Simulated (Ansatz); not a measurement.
Basis-set extrapolation for C3H3NO (`C=C1N=C1O`) (PBE0-D4/def2-TZVP geometry, frozen core, Ansatz). Multiplicity 1, RHF reference.

```tsv
	def2-TZVPP	def2-QZVPP
HF	-244.652550	-244.663196
MP2 correlation	-0.891784	-0.954167
CCSD(T) correlation	-0.948277	not run
```

Energies in hartree. Use E(X) = E(∞) + A·exp(−7.88·√X) for Hartree–Fock and E(X) = E(∞) + B·X^(−2.97) for correlation, with X = 3 and 4, and add CCSD(T) minus MP2 of the smaller set to the MP2 limit.

Q: What is the CCSD(T) energy at the basis-set limit?

A: HF limit: -244.663196 + (-0.010646) × 0.13774 = -244.66466. MP2 limit: -0.954167 + (-0.062383) × 0.74074 = -1.00038. Higher-order term: -0.948277 − (-0.891784) = -0.05649. Total: -245.72153 hartree, 316.9 kJ/mol below CCSD(T)/def2-TZVPP.
